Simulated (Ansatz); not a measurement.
## Basis-set limit of SiH₅, doublet

```json
{"atom": "H", "x (Å)": "-2.4386", "y (Å)": "0.0000", "z (Å)": "0.0000"}
{"atom": "H", "x (Å)": "-1.3606", "y (Å)": "0.0000", "z (Å)": "0.0000"}
{"atom": "Si", "x (Å)": "0.0794", "y (Å)": "0.0000", "z (Å)": "0.0000"}
{"atom": "H", "x (Å)": "0.5293", "y (Å)": "-1.4163", "z (Å)": "0.0000"}
{"atom": "H", "x (Å)": "0.5293", "y (Å)": "0.7081", "z (Å)": "-1.2265"}
{"atom": "H", "x (Å)": "0.5293", "y (Å)": "0.7081", "z (Å)": "1.2265"}
```

Ansatz 0.2.0, UHF determinant, valence electrons correlated. Energies in eV.

```
       set  X  functions  Hartree–Fock  MP2 correlation  CCSD(T) correlation                                                                                                              time
def2-TZVPP  3        112    -7938.3012          -4.1842              -5.1965  3.9 s on 1 × NVIDIA H100 80GB HBM3 with 1 thread of AMD EPYC 7R13 Processor (Zen 3), with other jobs on the host
def2-QZVPP  4        220    -7938.5671          -4.4589              -5.4228                   6 s on 1 × NVIDIA H100 80GB HBM3 with 1 thread of AMD EPYC 7R13 Processor (Zen 3) (shared host)
```

Hartree–Fock is taken to follow E(X) = E∞ + A·exp(−7.88·√X), correlation E(X) = E∞ + B·X^−2.97.

Task: Work out the CCSD(T) energy at the limit, and how far the shortcut misses it that extrapolates MP2 and adds CCSD(T) minus MP2 from the smaller set.

Result: Hartree–Fock: E∞ = E4 + 0.1377·(E4 − E3) = -7938.6037. Correlation: E∞ = E4 + 0.7407·(E4 − E3) = -5.5904 for CCSD(T) and -4.6624 for MP2. The limit is -7944.1942 eV, 0.204 eV below def2-QZVPP. The shortcut gives a correlation energy of -4.6624 + (-1.0123) = -5.6748, 84 meV lower than the direct value.

Past Ne part of the Hartree–Fock step between the two sets comes from the cores, which don't follow the formula, so the 37 meV that it adds to the total can overshoot; that part largely cancels in differences.
